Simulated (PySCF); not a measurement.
## SO₂, singlet: computed properties

Method: PBE in PySCF with S def2-TZVP, O def2-TZVP; no relativity; density-fitted integrals.

The structure is a higher-order saddle point with 2 imaginary modes (one degenerate set).

```json
{
  "Point group": "D∞h",
  "Bond lengths": "S–O 1.482 Å (×2)",
  "Bond angles": "O–S–O 180.0°",
  "Zero-point energy (real modes)": "12.5 kJ/mol",
  "Rotational constants": "0.24 cm⁻¹",
  "Principal polarisabilities": "16.6, 16.6, 41.8 bohr³",
  "Principal quadrupole moments (Buckingham, traceless) about the centre of mass": "-6.37, 3.18, 3.18 D Å",
  "Lowest empty level": "-4.32 eV",
  "Atomisation energy without zero-point energy": "932 kJ/mol",
  "Highest occupied level": "-6.28 eV",
  "Dipole moment": "0.00 D"
}
```

Harmonic modes (masses in u: S 31.972, O 15.995):
```tsv
symmetry	ω (cm⁻¹)	IR (km/mol, summed over degenerate members)
πu	659i	–
σg+	870	0.0
σu+	1221	266
```

In D∞h the vibrations span πu + σg+ + σu+. The σg+ mode carries no infrared intensity, as symmetry demands. With a centre of inversion only u modes can be infrared active and only g modes Raman active.

Charges (e):
```tsv
atom	Mulliken	Löwdin	polar tensor	Mayer order to S1
S1	0.31	0.46	0.68	–
O2,3	-0.16	-0.23	-0.34	1.80
```

Mulliken populations on S1: s 6.25, p 8.72, d 0.67, f 0.04.

Only a few start shapes were tried, so a lower isomer may exist. At this level a singlet minimum of C2v symmetry lies 234 kJ/mol below this structure.

The final relaxation and frequency run took 29 s on 2 threads of a shared Intel Xeon @ 2.50GHz (Skylake/Cascade Lake) host, with 99 basis functions and 6 gradients; the process peaked at 0.79 GiB. Launch command: `OMP_NUM_THREADS=2 python axn.py task.json out`.
